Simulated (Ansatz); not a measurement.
# CF4: the cost of one run

Computed with Ansatz 0.2.0 (the levels named in each step, unless a step's input says otherwise).

## 1. The system as given

Bond lengths: F1–C2 1.314 Å, C2–F3 1.314 Å, C2–F4 1.314 Å, C2–F5 1.314 Å. Angles: F1–C2–F3 109.5°, F1–C2–F4 109.5°, F1–C2–F5 109.4°, F3–C2–F4 109.4°, F3–C2–F5 109.5°, F4–C2–F5 109.5°.

Coordinates:

```xyz
5

F    -0.0305   -1.0307   -0.8146
C     0.0000    0.0003   -0.0001
F    -0.1442    1.1094   -0.6895
F    -0.9772   -0.1024    0.8727
F     1.1519    0.0237    0.6321
```

## 2. A rough first relaxation, PBE-D4/def2-SVP

This run stands in another session on the same molecule. It ended at:

```xyz
5

F    -0.0312   -1.0453   -0.8269
C     0.0000    0.0001    0.0001
F    -0.1461    1.1252   -0.6999
F    -0.9912   -0.1041    0.8857
F     1.1685    0.0243    0.6416
```

## 3. Relaxation, PBE0-D4/def2-TZVPP

This run stands in another session on the same molecule. It ended at:

```xyz
5

F    -0.0309   -1.0333   -0.8174
C     0.0000    0.0000    0.0001
F    -0.1444    1.1124   -0.6920
F    -0.9798   -0.1030    0.8756
F     1.1551    0.0241    0.6344
```

## 4. Frequencies, PBE0-D4/def2-TZVPP

The input, input.yaml:

```yaml
crystal:
  periodic: [false, false, false]
  atoms:
    - { symbol: F, position_ang: [-0.03086329, -1.03327322, -0.8174488] }
    - { symbol: C, position_ang: [2.402e-05, 4.411e-05, 0.00012398] }
    - { symbol: F, position_ang: [-0.14435829, 1.11235344, -0.69200475] }
    - { symbol: F, position_ang: [-0.97981694, -0.10296729, 0.87558089] }
    - { symbol: F, position_ang: [1.15513449, 0.02406296, 0.63436868] }
basis:
  gaussian: { orbitals: def2-TZVPP }
hamiltonian:
  xc: pbe0
  dispersion: d4
phonons: {}
```

Command:

```console
$ ansatz run input.yaml --threads 4 --pin off --max-ram 10240MiB --backend cpu --events-out ev --progress --plain --runs-dir out
```

What time and memory should one allow on 4 threads of Arm Neoverse V1, shared host?

About 11 s, with a peak of 0.28 GiB.
